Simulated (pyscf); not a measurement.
Optimised with ωB97X-D3(BJ)/def2-SVP in PySCF. MP2 and CC: frozen core, UHF for open shells. ΔMP2 is the change of the MP2 total energy from the triple- to the quadruple-zeta basis.

Q: How much does it cost (ΔH, 298 K, CCSD(T)/def2-TZVPP + ΔMP2(QZVPP)) to split HS–InH₂ at its In–S bond into SH• + InH₂•?

A: In–S to SH• + InH₂•: 335.5 kJ/mol. The radicals are drawn with the spin at the cut bond; how far it spreads was not checked. The CCSD(T) − MP2 part came from Ansatz, without density fitting, on the same reference. The frozen core leaves the outer d or s,p core shells of the metals and heavy elements correlated in the MP2 and CC values, and def2-TZVPP describes them poorly, which can shift differences by a few kcal/mol. Left out: the spin-orbit lowering of SH. Elements past Kr carry the def2 core potentials, without spin-orbit coupling.
